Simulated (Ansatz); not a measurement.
```xyz
7

N     0.896   -1.741    0.062
C     0.413   -0.647   -0.135
C    -0.232    0.482   -0.321
S    -0.487    1.551    1.028
Cl   -0.717    0.913   -1.931
H     1.911   -1.819    0.044
H    -1.785    1.262    1.253
```

The species carries charge 0 and has multiplicity 1.

**Question.** List the B3LYP/def2-TZVPP orbital energies in eV (the Gaussian-basis code of Ansatz). (An estimate is asked.)

**Answer.** Ansatz gave: Occupied: -2762.98, -2418.66, -390.78, -279.37, -279.28, -257.68, -216.62, -196.78, -196.53, -196.52, -161.20, -161.10, -160.95, -26.31, -24.31, -21.57, -19.36, -16.02, -13.72, -13.12, -11.84, -10.76, -10.04, -9.61, -8.93, -7.47, -6.67. Lowest empty: -1.46, -0.49, 0.11, 0.54, 0.86, 2.78, 3.09, 4.52.

B3LYP here is the variant with VWN-RPA as its local correlation; programs differ in this.
